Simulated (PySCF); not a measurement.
**Al: ionisation energy**

Al [Ne] 3s2 3p1 (2P) → Al⁺ [Ne] 3s2 (1S), as a difference of total energies. Calculation: PySCF 2.14, in x2c-TZVPall; scalar relativity by spin-free X2C-1e. Correlated levels: valence: [Ne] frozen. The calculations carry no spin-orbit coupling.

| method | ionisation energy (eV) |
| --- | --- |
| UHF | 5.587 |
| r2SCAN | 6.156 |
| LDA | 6.012 |
| MP2 (valence) | 5.799 |
| SCS-MP2 (valence) | 5.784 |
| CCSD (valence) | 5.891 |
| CCSD(T) (valence) | 5.921 |

Problem. How much does correlation contribute at CCSD(T) (valence)?

Solution. 5.921 − (5.587) = 0.334 eV, measured against UHF.

Errors of the correlated levels include the incompleteness of this basis and the frozen core.

For comparison: 5.977 eV (measured; NIST levels, between the centres of gravity of the two terms).
